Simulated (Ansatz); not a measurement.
# CH₄ with SiNH₅: superposition error and deformation, part 2 of 3

Ansatz 0.2.0, Gaussian basis.

## 13. CCSD(T)/def2-TZVPPD

The inputs:

a/in.yaml

```yaml
crystal:
  periodic: [false, false, false]
  atoms:
    - {symbol: C, position_ang: [-0.108300, -0.177596, -2.590370]}
    - {symbol: H, position_ang: [-0.828034, 0.625381, -2.434015]}
    - {symbol: H, position_ang: [0.832563, 0.076839, -2.102423]}
    - {symbol: H, position_ang: [0.062584, -0.310337, -3.658385]}
    - {symbol: H, position_ang: [-0.499019, -1.102824, -2.167568]}
basis:
  gaussian: {orbitals: "def2-TZVPPD.json"}
correlation: {method: ccsd_t}
```

b/in.yaml

```yaml
crystal:
  periodic: [false, false, false]
  atoms:
    - {symbol: Si, position_ang: [0.067435, 0.071783, 1.192064]}
    - {symbol: N, position_ang: [-0.087849, 0.215783, 2.899255]}
    - {symbol: H, position_ang: [-0.605977, -1.186493, 0.779915]}
    - {symbol: H, position_ang: [-0.595366, 1.248489, 0.573752]}
    - {symbol: H, position_ang: [1.466100, 0.022196, 0.668457]}
    - {symbol: H, position_ang: [0.151568, 1.083902, 3.350413]}
    - {symbol: H, position_ang: [0.144194, -0.567123, 3.489002]}
basis:
  gaussian: {orbitals: "def2-TZVPPD.json"}
correlation: {method: ccsd_t}
```

The same command starts each run, in its folder.

Run with:

```sh
ansatz run in.yaml --threads 4 --pin off --events-out ev --progress --plain --max-ram 9574MiB
```

Log of a, shortened:

```text
Functional definition: HF
  name "HF"
  cite "Fock, Z. Phys. 61, 126 (1930) doi:10.1007/BF01340294"
  parent pbe
[...]
575 factors; integrals over basis functions are off by at most 9.3e-4 eV
[...]
mean field -1094.28993873 eV, -40.2144135121 hartree, gradient 1.3e-6 eV, S^2 0.000000; 0 other end points of the search recorded, 0 dependent functions left out
1 core orbitals not correlated: weight in the atoms' cores, before any rotation towards them, 1.000 or more for the frozen orbitals, at most 0.000 for the correlated occupied ones
reference -1094.28993873 eV, -40.2144135121 hartree; 4, 4 occupied and 100, 100 virtual orbitals, 575 factors
second order -5.39728626 eV of doubles, -0.00000000 eV of singles
cycle   1  -5.78972508 eV  change   -3.9e-1 eV  update   4.3e-2
[...]
cycle   8  -5.95025531 eV  change   -3.7e-6 eV  update   2.6e-6
perturbative correction -0.17214816 eV, -0.0063263281 hartree
Total energy: -1100.41234220 eV, -40.4394076896 hartree
```

Output in b, shortened:

```text
[... 4 set-up lines as earlier in the session ...]
[...]
949 factors; integrals over basis functions are off by at most 1.3e-3 eV
[...]
mean field -9424.69572590 eV, -346.3511796385 hartree, gradient 1.1e-6 eV, S^2 0.000000; 0 other end points of the search recorded, 0 dependent functions left out
6 core orbitals not correlated: weight in the atoms' cores, before any rotation towards them, 1.000 or more for the frozen orbitals, at most 0.000 for the correlated occupied ones
reference -9424.69572590 eV, -346.3511796385 hartree; 7, 7 occupied and 157, 157 virtual orbitals, 949 factors
second order -9.63391497 eV of doubles, -0.00000000 eV of singles
cycle   1  -10.15134528 eV  change   -5.2e-1 eV  update   6.5e-2
[...]
cycle   9  -10.47006162 eV  change   -3.0e-6 eV  update   1.2e-5
perturbative correction -0.34212696 eV, -0.0125729340 hartree
Total energy: -9435.50791448 eV, -346.7485202402 hartree
```

Times: 0.75 s (a), 7.5 s (b) on 4 threads of Arm Neoverse V1, shared host; peak memory 1.4 GiB.

## 14. Relaxing CH₄ alone

Contents of relax-a/in.yaml:

```yaml
crystal:
  periodic: [false, false, false]
  atoms:
    - {symbol: C, position_ang: [-0.108300, -0.177596, -2.590370]}
    - {symbol: H, position_ang: [-0.828034, 0.625381, -2.434015]}
    - {symbol: H, position_ang: [0.832563, 0.076839, -2.102423]}
    - {symbol: H, position_ang: [0.062584, -0.310337, -3.658385]}
    - {symbol: H, position_ang: [-0.499019, -1.102824, -2.167568]}
basis:
  gaussian: {orbitals: def2-TZVP}
hamiltonian: {xc: pbe0, dispersion: d4}
relax: {f_tol: 0.005, max_steps: 200}
```

Run with:

```sh
ansatz run in.yaml --threads 4 --pin off --events-out ev --progress --plain --max-ram 9574MiB
```

Output, shortened:

```text
[... 5 set-up lines as earlier in the session ...]
[...]
356 factors; their error is unknown
[...]
mean field -1101.35638365 eV, -40.4741005729 hartree, gradient 4.4e-5 eV, S^2 0.000000; 0 other end points of the search recorded, 0 dependent functions left out
[...]
Atom 1 at    -0.827702     0.625451    -2.434218 Å, force     0.000309    -0.000057    -0.000190 eV/Å
Atom 2 at     0.832098     0.076739    -2.101940 Å, force    -0.000498    -0.000040     0.000501 eV/Å
Atom 3 at     0.062097    -0.310238    -3.658632 Å, force    -0.000586     0.000129    -0.000165 eV/Å
Atom 4 at    -0.498637    -1.102792    -2.167436 Å, force     0.000252     0.000153     0.000106 eV/Å
Dipole moment:     0.000008    -0.000004    -0.000008 e Å
```

Run time: 0.95 s. Hardware: 4 threads of Arm Neoverse V1, shared host.

The steps of the relaxation:

```csv
step,energy from step 1 (eV),largest force component (eV/Å)
1,0.0000,0.0137
2,0.0000,0.0051
3,0.0000,0.0045
4,0.0000,0.0006
```

Close pairs (by a distance rule), those that changed most:

```csv
bond,before (Å),after (Å),change (Å)
C1–H3,1.090,1.090,-0.000
C1–H2,1.090,1.090,+0.000
C1–H4,1.090,1.090,-0.000
C1–H5,1.090,1.090,-0.000
```

## 15. Relaxing SiNH₅ alone

Contents of relax-b/in.yaml:

```yaml
crystal:
  periodic: [false, false, false]
  atoms:
    - {symbol: Si, position_ang: [0.067435, 0.071783, 1.192064]}
    - {symbol: N, position_ang: [-0.087849, 0.215783, 2.899255]}
    - {symbol: H, position_ang: [-0.605977, -1.186493, 0.779915]}
    - {symbol: H, position_ang: [-0.595366, 1.248489, 0.573752]}
    - {symbol: H, position_ang: [1.466100, 0.022196, 0.668457]}
    - {symbol: H, position_ang: [0.151568, 1.083902, 3.350413]}
    - {symbol: H, position_ang: [0.144194, -0.567123, 3.489002]}
basis:
  gaussian: {orbitals: def2-TZVP}
hamiltonian: {xc: pbe0, dispersion: d4}
relax: {f_tol: 0.005, max_steps: 200}
```

Run with:

```sh
ansatz run in.yaml --threads 4 --pin off --events-out ev --progress --plain --max-ram 9574MiB
```

Output, shortened:

```text
[... 5 set-up lines as earlier in the session ...]
[...]
643 factors; their error is unknown
[...]
mean field -9445.25512211 eV, -347.1067235136 hartree, gradient 4.9e-5 eV, S^2 0.000000; 0 other end points of the search recorded, 0 dependent functions left out
[...]
Atom 3 at    -0.595624     1.247293     0.573080 Å, force    -0.000210     0.000382    -0.000152 eV/Å
Atom 4 at     1.465607     0.021745     0.666827 Å, force     0.000003    -0.000017     0.000243 eV/Å
Atom 5 at     0.151802     1.084136     3.351252 Å, force     0.000462     0.000810    -0.000619 eV/Å
Atom 6 at     0.143954    -0.566887     3.489943 Å, force     0.000499    -0.000752    -0.000377 eV/Å
Dipole moment:     0.140106     0.020190     0.248058 e Å
```

It took 2.1 s on 4 threads of Arm Neoverse V1, shared host.

Relaxation path:

```csv
step,energy from step 1 (eV),largest force component (eV/Å)
1,0.0000,0.0319
2,-0.0001,0.0058
3,-0.0001,0.0025
```

Close pairs (by a distance rule), those that changed most:

```csv
bond,before (Å),after (Å),change (Å)
Si1–H4,1.485,1.486,+0.000
Si1–H3,1.485,1.486,+0.000
Si1–H5,1.494,1.494,-0.000
Si1–N2,1.720,1.720,-0.000
N2–H6,1.007,1.007,+0.000
N2–H7,1.007,1.007,+0.000
```

## 16. PBE-D4/def2-TZVPPD

Contents of free-a/in.yaml:

```yaml
crystal:
  periodic: [false, false, false]
  atoms:
    - {symbol: C, position_ang: [-0.108063, -0.177697, -2.590535]}
    - {symbol: H, position_ang: [-0.827702, 0.625451, -2.434218]}
    - {symbol: H, position_ang: [0.832098, 0.076739, -2.101940]}
    - {symbol: H, position_ang: [0.062097, -0.310238, -3.658632]}
    - {symbol: H, position_ang: [-0.498637, -1.102792, -2.167436]}
basis:
  gaussian: {orbitals: "def2-TZVPPD.json"}
hamiltonian: {xc: pbe, dispersion: d4}
```

Contents of free-b/in.yaml:

```yaml
crystal:
  periodic: [false, false, false]
  atoms:
    - {symbol: Si, position_ang: [0.068268, 0.071763, 1.193416]}
    - {symbol: N, position_ang: [-0.088329, 0.216042, 2.900307]}
    - {symbol: H, position_ang: [-0.605572, -1.185555, 0.778032]}
    - {symbol: H, position_ang: [-0.595624, 1.247293, 0.573080]}
    - {symbol: H, position_ang: [1.465607, 0.021745, 0.666827]}
    - {symbol: H, position_ang: [0.151802, 1.084136, 3.351252]}
    - {symbol: H, position_ang: [0.143954, -0.566887, 3.489943]}
basis:
  gaussian: {orbitals: "def2-TZVPPD.json"}
hamiltonian: {xc: pbe, dispersion: d4}
```

The same command starts each run, in its folder.

Run with:

```sh
ansatz run in.yaml --threads 4 --pin off --events-out ev --progress --plain --max-ram 9574MiB
```

Log of free-a, shortened:

```text
[... 4 set-up lines as earlier in the session ...]
[...]
410 factors; their error is unknown
[...]
mean field -1101.09035519 eV, -40.4643242072 hartree, gradient 2.5e-5 eV, S^2 0.000000; 0 other end points of the search recorded, 0 dependent functions left out
reference -1101.09038628 eV, -40.4643253498 hartree; 5, 5 occupied and 100, 100 virtual orbitals, 410 factors
Total energy: -1101.11415694 eV, -40.4651989056 hartree
```

Log of free-b, shortened:

```text
[... 4 set-up lines as earlier in the session ...]
[...]
779 factors; their error is unknown
[...]
mean field -9444.32243287 eV, -347.0724478162 hartree, gradient 1.2e-5 eV, S^2 0.000000; 0 other end points of the search recorded, 0 dependent functions left out
reference -9444.32247438 eV, -347.0724493419 hartree; 13, 13 occupied and 157, 157 virtual orbitals, 779 factors
Total energy: -9444.40664644 eV, -347.0755426080 hartree
```

They took 0.25 s (free-a), 0.75 s (free-b) on 4 threads of Arm Neoverse V1, shared host.

## 17. r2SCAN-D4/def2-TZVPPD

The same edit goes into each in.yaml of step 16 (free-a, free-b):

```diff
-hamiltonian: {xc: pbe, dispersion: d4}
+hamiltonian: {xc: r2scan, dispersion: d4}
```

Each run has its own folder and the same command.

Run with:

```sh
ansatz run in.yaml --threads 4 --pin off --events-out ev --progress --plain --max-ram 9574MiB
```

free-a printed, shortened:

```text
[... 5 set-up lines as earlier in the session ...]
[...]
410 factors; their error is unknown
[...]
mean field -1102.08572838 eV, -40.5009034976 hartree, gradient 3.6e-5 eV, S^2 0.000000; 0 other end points of the search recorded, 0 dependent functions left out
reference -1102.08573596 eV, -40.5009037758 hartree; 5, 5 occupied and 100, 100 virtual orbitals, 410 factors
Total energy: -1102.09138602 eV, -40.5011114119 hartree
```

free-b printed, shortened:

```text
[... 5 set-up lines as earlier in the session ...]
[...]
779 factors; their error is unknown
[...]
mean field -9448.88959195 eV, -347.2402878167 hartree, gradient 5.5e-5 eV, S^2 0.000000; 0 other end points of the search recorded, 0 dependent functions left out
reference -9448.88960445 eV, -347.2402882762 hartree; 13, 13 occupied and 157, 157 virtual orbitals, 779 factors
Total energy: -9448.90896938 eV, -347.2409999243 hartree
```

Wall times: 0.65 s (free-a), 1.6 s (free-b) on 4 threads of Arm Neoverse V1, shared host.

## 18. PBE0-D4/def2-TZVPPD

The same edit goes into each in.yaml of step 17 (free-a, free-b):

```diff
-hamiltonian: {xc: r2scan, dispersion: d4}
+hamiltonian: {xc: pbe0, dispersion: d4}
+output: {orbitals: {seedname: orbitals}}
```

Each run has its own folder and the same command.

Run with:

```sh
ansatz run in.yaml --threads 4 --pin off --events-out ev --progress --plain --max-ram 9574MiB
```

free-a printed, shortened:

```text
[... 5 set-up lines as earlier in the session ...]
[...]
410 factors; their error is unknown
[...]
mean field -1101.39273983 eV, -40.4754366380 hartree, gradient 1.7e-5 eV, S^2 0.000000; 0 other end points of the search recorded, 0 dependent functions left out
reference -1101.39276099 eV, -40.4754374156 hartree; 5, 5 occupied and 100, 100 virtual orbitals, 410 factors
Total energy: -1101.41185119 eV, -40.4761389674 hartree
```

Log of free-b, shortened:

```text
[... 5 set-up lines as earlier in the session ...]
[...]
796 factors; their error is unknown
[...]
mean field -9445.34347374 eV, -347.1099703761 hartree, gradient 1.9e-5 eV, S^2 0.000000; 0 other end points of the search recorded, 0 dependent functions left out
reference -9445.34350366 eV, -347.1099714757 hartree; 13, 13 occupied and 157, 157 virtual orbitals, 796 factors
Total energy: -9445.41287393 eV, -347.1125207860 hartree
```

They took 0.3 s (free-a), 0.95 s (free-b) on 4 threads of Arm Neoverse V1, shared host.

## 19. B3LYP-D4/def2-TZVPPD

The same edit goes into each in.yaml of step 18 (free-a, free-b):

```diff
-hamiltonian: {xc: pbe0, dispersion: d4}
-output: {orbitals: {seedname: orbitals}}
+hamiltonian: {xc: {name: B3LYP}, dispersion: d4}
```

Each run has its own folder and the same command.

Run with:

```sh
ansatz run in.yaml --threads 4 --pin off --events-out ev --progress --plain --max-ram 9574MiB
```

Output in free-a, shortened:

```text
[... 6 set-up lines as earlier in the session ...]
[...]
410 factors; their error is unknown
[...]
mean field -1103.12633205 eV, -40.5391449769 hartree, gradient 2.5e-5 eV, S^2 0.000000; 0 other end points of the search recorded, 0 dependent functions left out
reference -1103.12652175 eV, -40.5391519483 hartree; 5, 5 occupied and 100, 100 virtual orbitals, 410 factors
Total energy: -1103.16433341 eV, -40.5405415012 hartree
```

free-b printed, shortened:

```text
[... 6 set-up lines as earlier in the session ...]
[...]
789 factors; their error is unknown
[...]
mean field -9451.39133413 eV, -347.3322251460 hartree, gradient 2.2e-5 eV, S^2 0.000000; 0 other end points of the search recorded, 0 dependent functions left out
reference -9451.39157154 eV, -347.3322338707 hartree; 13, 13 occupied and 157, 157 virtual orbitals, 789 factors
Total energy: -9451.52790693 eV, -347.3372441038 hartree
```

They took 0.35 s (free-a), 1.1 s (free-b) on 4 threads of Arm Neoverse V1, shared host.

## 20. wB97X-V/def2-TZVPPD

Each input of step 19 (free-a, free-b) changes in the same lines:

```diff
-hamiltonian: {xc: {name: B3LYP}, dispersion: d4}
+hamiltonian: {xc: {name: wB97X-V}}
```

Each run has its own folder and the same command.

Run with:

```sh
ansatz run in.yaml --threads 4 --pin off --events-out ev --progress --plain --max-ram 9574MiB
```

Log of free-a, shortened:

```text
[... 5 set-up lines as earlier in the session ...]
[...]
      + integral(e_c_pw_opposite_spin*poly(b97_u_opposite, cos0, cos1)) + vv10(b, c)
410 factors; their error is unknown
151 factors; integrals over basis functions are off by at most 1.8e-5 eV
[...]
mean field -1102.51116534 eV, -40.5165380174 hartree, gradient 3.2e-5 eV, S^2 0.000000; 0 other end points of the search recorded, 0 dependent functions left out
reference -1102.51116403 eV, -40.5165379691 hartree; 5, 5 occupied and 100, 100 virtual orbitals, 410 factors
Total energy: -1102.51116403 eV, -40.5165379691 hartree
```

free-b printed, shortened:

```text
[... 5 set-up lines as earlier in the session ...]
[...]
      + integral(e_c_pw_opposite_spin*poly(b97_u_opposite, cos0, cos1)) + vv10(b, c)
789 factors; their error is unknown
239 factors; integrals over basis functions are off by at most 1.8e-5 eV
[...]
mean field -9448.83403583 eV, -347.2382461671 hartree, gradient 2.5e-5 eV, S^2 0.000000; 0 other end points of the search recorded, 0 dependent functions left out
reference -9448.83403381 eV, -347.2382460926 hartree; 13, 13 occupied and 157, 157 virtual orbitals, 789 factors
Total energy: -9448.83403381 eV, -347.2382460926 hartree
```

Wall times: 0.9 s (free-a), 2.7 s (free-b) on 4 threads of Arm Neoverse V1, shared host.

## 21. wB97M-V/def2-TZVPPD

The same edit goes into each in.yaml of step 20 (free-a, free-b):

```diff
-hamiltonian: {xc: {name: wB97X-V}}
+hamiltonian: {xc: {name: wB97M-V}}
```

The same command starts each run, in its folder.

Run with:

```sh
ansatz run in.yaml --threads 4 --pin off --events-out ev --progress --plain --max-ram 9574MiB
```

Log of free-a, shortened:

```text
[... 5 set-up lines as earlier in the session ...]
  # Of w^i u^j: cxij and so on, Table III.
[...]
  gx(w, u) = 1 - cx + cx01*u + cx10*w
[...]
      + integral(e_c_pw_mod_opposite_spin*gos(b97_w_opposite, b97_u_opposite)) + vv10(b, c)
410 factors; their error is unknown
151 factors; integrals over basis functions are off by at most 1.8e-5 eV
[...]
mean field -1101.86666454 eV, -40.4928530498 hartree, gradient 2.5e-5 eV, S^2 0.000000; 0 other end points of the search recorded, 0 dependent functions left out
reference -1101.86669725 eV, -40.4928542519 hartree; 5, 5 occupied and 100, 100 virtual orbitals, 410 factors
Total energy: -1101.86669725 eV, -40.4928542519 hartree
```

free-b printed, shortened:

```text
[... 5 set-up lines as earlier in the session ...]
  # Of w^i u^j: cxij and so on, Table III.
[...]
  gx(w, u) = 1 - cx + cx01*u + cx10*w
[...]
      + integral(e_c_pw_mod_opposite_spin*gos(b97_w_opposite, b97_u_opposite)) + vv10(b, c)
784 factors; their error is unknown
239 factors; integrals over basis functions are off by at most 1.8e-5 eV
[...]
mean field -9449.02655245 eV, -347.2453210224 hartree, gradient 7.7e-5 eV, S^2 0.000000; 0 other end points of the search recorded, 0 dependent functions left out
reference -9449.02660362 eV, -347.2453229029 hartree; 13, 13 occupied and 157, 157 virtual orbitals, 784 factors
Total energy: -9449.02660362 eV, -347.2453229029 hartree
```

They took 0.9 s (free-a), 3 s (free-b) on 4 threads of Arm Neoverse V1, shared host.

## 22. B2PLYP/def2-TZVPPD

Each input of step 21 (free-a, free-b) changes in the same lines:

```diff
-hamiltonian: {xc: {name: wB97M-V}}
+hamiltonian: {xc: {name: B2PLYP}}
```

Each run has its own folder and the same command.

Run with:

```sh
ansatz run in.yaml --threads 4 --pin off --events-out ev --progress --plain --max-ram 9574MiB
```

Log of free-a, shortened:

```text
[... 5 set-up lines as earlier in the session ...]
[...]
583 factors; integrals over basis functions are off by at most 5.5e-4 eV
[...]
mean field -1099.97332561 eV, -40.4232741273 hartree, gradient 4.7e-6 eV, S^2 0.000000; 0 other end points of the search recorded, 0 dependent functions left out
1 core orbitals not correlated: weight in the atoms' cores, before any rotation towards them, 1.000 or more for the frozen orbitals, at most 0.000 for the correlated occupied ones
reference -1099.97343812 eV, -40.4232782622 hartree; 4, 4 occupied and 100, 100 virtual orbitals, 583 factors
second order -6.46465012 eV of doubles, -0.00000000 eV of singles
Total energy: -1101.71889366 eV, -40.4874225699 hartree
```

Log of free-b, shortened:

```text
[... 5 set-up lines as earlier in the session ...]
[...]
949 factors; integrals over basis functions are off by at most 1.3e-3 eV
[...]
mean field -9442.87864836 eV, -347.0193897143 hartree, gradient 4.5e-6 eV, S^2 0.000000; 0 other end points of the search recorded, 0 dependent functions left out
6 core orbitals not correlated: weight in the atoms' cores, before any rotation towards them, 1.000 or more for the frozen orbitals, at most 0.000 for the correlated occupied ones
reference -9442.87879662 eV, -347.0193951627 hartree; 7, 7 occupied and 157, 157 virtual orbitals, 949 factors
second order -11.64799707 eV of doubles, -0.00000000 eV of singles
Total energy: -9446.02375583 eV, -347.1349702819 hartree
```

Times: 0.45 s (free-a), 1.6 s (free-b) on 4 threads of Arm Neoverse V1, shared host.

## 23. BLYP-D4/def2-TZVPPD

The same edit goes into each in.yaml of step 22 (free-a, free-b):

```diff
-hamiltonian: {xc: {name: B2PLYP}}
+hamiltonian: {xc: {name: BLYP}, dispersion: d4}
```

Each run has its own folder and the same command.

Run with:

```sh
ansatz run in.yaml --threads 4 --pin off --events-out ev --progress --plain --max-ram 9574MiB
```

Log of free-a, shortened:

```text
[... 4 set-up lines as earlier in the session ...]
[...]
410 factors; their error is unknown
[...]
mean field -1102.10562074 eV, -40.5016345281 hartree, gradient 7.2e-6 eV, S^2 0.000000; 0 other end points of the search recorded, 0 dependent functions left out
reference -1102.10588988 eV, -40.5016444189 hartree; 5, 5 occupied and 100, 100 virtual orbitals, 410 factors
Total energy: -1102.16300644 eV, -40.5037434139 hartree
```

Log of free-b, shortened:

```text
[... 4 set-up lines as earlier in the session ...]
[...]
779 factors; their error is unknown
[...]
mean field -9449.77628917 eV, -347.2728733388 hartree, gradient 7.9e-5 eV, S^2 0.000000; 0 other end points of the search recorded, 0 dependent functions left out
reference -9449.77661734 eV, -347.2728853986 hartree; 13, 13 occupied and 157, 157 virtual orbitals, 779 factors
Total energy: -9449.96893624 eV, -347.2799529878 hartree
```

They took 0.35 s (free-a), 0.9 s (free-b) on 4 threads of Arm Neoverse V1, shared host.

## 24. revPBE-D4/def2-TZVPPD

The same edit goes into each in.yaml of step 23 (free-a, free-b):

```diff
-hamiltonian: {xc: {name: BLYP}, dispersion: d4}
+hamiltonian: {xc: {name: revPBE}, dispersion: d4}
```

One command serves all of them, each in its own folder.

Run with:

```sh
ansatz run in.yaml --threads 4 --pin off --events-out ev --progress --plain --max-ram 9574MiB
```

Log of free-a, shortened:

```text
[... 4 set-up lines as earlier in the session ...]
[...]
410 factors; their error is unknown
[...]
mean field -1102.57773066 eV, -40.5189842477 hartree, gradient 3.0e-5 eV, S^2 0.000000; 0 other end points of the search recorded, 0 dependent functions left out
reference -1102.57777056 eV, -40.5189857141 hartree; 5, 5 occupied and 100, 100 virtual orbitals, 410 factors
Total energy: -1102.68825371 eV, -40.5230458951 hartree
```

free-b printed, shortened:

```text
[... 4 set-up lines as earlier in the session ...]
[...]
779 factors; their error is unknown
[...]
mean field -9448.37958160 eV, -347.2215452821 hartree, gradient 5.9e-5 eV, S^2 0.000000; 0 other end points of the search recorded, 0 dependent functions left out
reference -9448.37963445 eV, -347.2215472244 hartree; 13, 13 occupied and 157, 157 virtual orbitals, 779 factors
Total energy: -9448.66873927 eV, -347.2321716304 hartree
```

Wall times: 0.3 s (free-a), 0.8 s (free-b) on 4 threads of Arm Neoverse V1, shared host.

[end of part 2 of 3]
